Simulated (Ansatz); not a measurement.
A made-up structure of B₂H₃S, doublet:

```json
{"atom": "B1", "x (Å)": "-1.0358", "y (Å)": "0.2668", "z (Å)": "-0.5965"}
{"atom": "B2", "x (Å)": "0.1768", "y (Å)": "-0.2338", "z (Å)": "0.2793"}
{"atom": "S3", "x (Å)": "1.4218", "y (Å)": "-0.8755", "z (Å)": "1.2989"}
{"atom": "H4", "x (Å)": "1.1604", "y (Å)": "-1.5292", "z (Å)": "2.4624"}
{"atom": "H5", "x (Å)": "-1.7440", "y (Å)": "1.1503", "z (Å)": "-0.2061"}
{"atom": "H6", "x (Å)": "2.4382", "y (Å)": "-0.0835", "z (Å)": "0.8906"}
```

It is relaxed with PBE-D4/def2-SVP and then PBE0-D4/def2-TZVP (Ansatz 0.2.0). Atoms count as bonded within 1.22 times the sum of their covalent radii (H–H: 0.88 Å). The end point is not checked to be a true minimum.

Q: Does its bonding change? (A judgement: the text doesn't fix the answer.)

A: By the calculation: No: no bond forms or breaks.

Where it ends: The first stage lowers the energy by 1.91 eV in 8 steps. It ends as B₂H₃S ([BH][B][SH2]):
| atom | x (Å) | y (Å) | z (Å) |
| --- | --- | --- | --- |
| B1 | -1.0614 | 0.5152 | -0.1919 |
| B2 | 0.1014 | -0.0980 | 0.4748 |
| S3 | 1.4452 | -1.0624 | 1.0017 |
| H4 | 1.3589 | -1.3780 | 2.3316 |
| H5 | -1.9913 | 1.0228 | -0.7088 |
| H6 | 2.5646 | -0.3046 | 1.2212 |

Labels in which every atom is bracketed show which atoms are joined, not bond orders.

For scale, one of the runs: PBE0-D4/def2-TZVP relaxation, 117 basis functions, launched by `ansatz run in.yaml --threads 2 --pin off --events-out ev --progress --plain --max-ram 4352MiB`. The run took about 30 s on 2 CPU threads of an Arm Neoverse V2 (shared host).
